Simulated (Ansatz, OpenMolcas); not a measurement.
## Worked example: the enthalpy of formation of CH4BO (SMILES [BH]OC)

CH4BO has 7 atoms, charge 0, and is taken as a doublet. SMILES: `[BH]OC`. Geometry: relaxed at PBE0-D4/def2-TZVP. This is one conformer, not always the lowest.

Total energies at UPBE/def2-TZVP (OpenMolcas 26.06); the atoms run unrestricted:

| species | state | energy (Eh) |
| --- | --- | --- |
| CH4BO | doublet | -140.404138 |
| B | doublet | -24.610082 |
| O | triplet | -75.009671 |
| C | triplet | -37.795970 |
| H | doublet | -0.499616 |

Harmonic wavenumbers at UPBE0-D4/def2-TZVP, in cm⁻¹: 135, 366, 565, 950, 994, 1173, 1179, 1390, 1486, 1490, 1503, 2523, 3049, 3138, 3148.

Measured heats of formation of the gaseous atoms at 298.15 K, in kJ/mol: B 570.3, O 249.2, C 716.9, H 218.0. Spin-orbit lowering of the atoms at 298 K (mean of the ground term's levels less their thermal mean, from spectra), in kJ/mol: B 0.00, O 0.40, C 0.02. Take 1 Eh = 2625.50 kJ/mol, 1 cm⁻¹ = 0.0119627 kJ/mol, RT = 2.479 kJ/mol.

Question: Work out the heat of formation of the gas at 298 K.

Answer: 
1. Electronic atomisation energy: (-24.610082) + (-75.009671) + (-37.795970) + 4 × (-0.499616) − (-140.404138) = 0.989951 Eh = 2599.1 kJ/mol.
2. Zero-point energy: half the sum of the wavenumbers, 11544.5 cm⁻¹ = 138.1 kJ/mol.
3. Thermal vibrational enthalpy, Σ hcν̃/(exp(hcν̃/kT) − 1): 3.5 kJ/mol. Translation, rotation and pV of a non-linear molecule: 4 RT = 9.9 kJ/mol.
4. The 7 free atoms carry 5/2 RT each: 43.4 kJ/mol.
5. Spin-orbit coupling lowers the free atoms by 0.00 + 0.40 + 0.02 = 0.4 kJ/mol.
6. Atomisation enthalpy at 298 K: 2599.1 − 0.4 − 138.1 − 3.5 − 9.9 + 43.4 = 2490.6 kJ/mol.
7. Sum of the atoms' heats of formation: 2408.4 kJ/mol. Heat of formation: 2408.4 − 2490.6 = -82.2 kJ/mol.

No measured value is set beside it here. Anharmonicity and any spin-orbit splitting of the molecule are left out.
